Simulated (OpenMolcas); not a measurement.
# BClO (boron chloride oxide): the energy, rung by rung

The species is BClO (3 atoms), meant as a singlet with charge 0. SMILES: `O=BCl`. The coordinates come from a GFN2-xTB relaxation.

```xyz
3

O     1.0196    0.6062    0.6270
B     0.1131    0.0666    0.0695
Cl   -1.1326   -0.6728   -0.6965
```

Quantity: the energy change with the B2–Cl3 bond stretched from 1.639 to 2.868 Å, in eV. The values are calculated.

| level | kind | program | value (eV) | less FCI/STO-3G | CPU time (all runs) |
| --- | --- | --- | --- | --- | --- |
| HF/STO-3G (restricted) | Hartree–Fock | OpenMolcas | 6.06 | +2.24 | 3.1 s |
| SVWN5/STO-3G (restricted) | LDA | OpenMolcas | 4.87 | +1.05 | 5.4 s |
| PBE/STO-3G (restricted) | GGA | OpenMolcas | 4.46 | +0.64 | 5.9 s |
| r2SCAN/STO-3G (restricted) | meta-GGA | OpenMolcas | 4.73 | +0.91 | 7.3 s |
| B3LYP/STO-3G (restricted) | global hybrid | OpenMolcas | 4.65 | +0.83 | 6 s |
| B2PLYP/STO-3G (restricted) | double hybrid | OpenMolcas | 4.73 | +0.91 | 5.5 s |
| CISD/STO-3G (restricted) | coupled cluster or CI | OpenMolcas | 4.46 | +0.64 | 3 s |
| FCI/STO-3G | exact in the basis | OpenMolcas | 3.82 | 0.00 | 53 s |

FCI/STO-3G is exact within its basis and frozen core, so for wave-function methods in that basis the difference is their error; functionals converge differently with the basis, so for them it is only a difference. Spin-restricted single references rise too steeply as a bond breaks, Hartree–Fock most of all. The first shape isn't each level's own minimum. The values span 3.82 to 6.06 eV. All rows use very small basis sets, so even the best lies far from the true value. CPU times are rough (shared hosts, several kinds of processor): they show what a rung costs within a factor of a few.
